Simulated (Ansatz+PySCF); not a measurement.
Values are calculated unless marked as measured or tabulated.
## PySCF 2.14.0 run

```python
from pyscf import gto, scf

mol = gto.M(atom="""
B 0.000000 0.000000 0.000000
H 0.665110 0.665110 0.665110
H 0.665110 -0.665110 -0.665110
H -0.665110 0.665110 -0.665110
H -0.665110 -0.665110 0.665110
""", basis='def2-svp', charge=-1, spin=0)
mf = scf.UHF(mol)
mf.init_guess = '1e'
mf.kernel()
while True:  # follow internal instabilities
    mo, _, stable, _ = mf.stability(return_status=True)
    if stable: break
    mf.kernel(mf.make_rdm1(mo, mf.mo_occ))
print(mf.converged, mf.e_tot, mf.spin_square()[0])
```

The script is written out from the run's settings.

Output:

| Item | Value |
| --- | --- |
| Converged | yes |
| Total energy | -26.93728 hartree |
| Spin squared of the determinant | 0.000 |

Caution: no diffuse functions for an anion.
